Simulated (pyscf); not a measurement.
Elementary routes open to H₃C–GaH₂ + HO–SiH₃ in the gas phase (singlet surface):
A. H₃C–GaH–O–SiH₃ + H₂ (Ga–H, H–O broken; Ga–O, H–H formed)
B. CH₄ + H₃Si–O–GaH₂ (C–Ga, H–O broken; C–H, Ga–O formed)

Optimised with ωB97X-D3(BJ)/def2-SVP in PySCF.

Rank the routes by free-energy barrier at 900 K, lowest first, for ωB97M-D3(BJ)/def2-TZVP energies (ideal gas, 1 atm, RRHO with modes under 100 cm⁻¹ raised to 100, one conformer, R ln 2 for chiral ones without a mode under 150 cm⁻¹).

A (41.3 kcal/mol), B (43.5 kcal/mol)

Route A is the fastest of these, ahead of the next by 2.2 kcal/mol. The most stable products are those of B (ΔG = -18.0 kcal/mol), whose barrier is 2.2 kcal/mol higher: the kinetic and the thermodynamic product differ. At 298 K A is still the fastest. A: On the reactant side the descent ends in an adduct with a Ga–O contact, 15.0 kcal/mol under the separated species and 19.8 kcal/mol under the saddle at ωB97X-D3(BJ)/def2-TZVP. B: On the reactant side the descent ends in an adduct with a Ga–O contact, 14.7 kcal/mol under the separated species and 22.2 kcal/mol under the saddle at ωB97X-D3(BJ)/def2-TZVP. Only these routes are compared; each barrier is that of the saddle found, and lower ones may exist. Elements up to Kr have no core potential and no relativistic terms here.
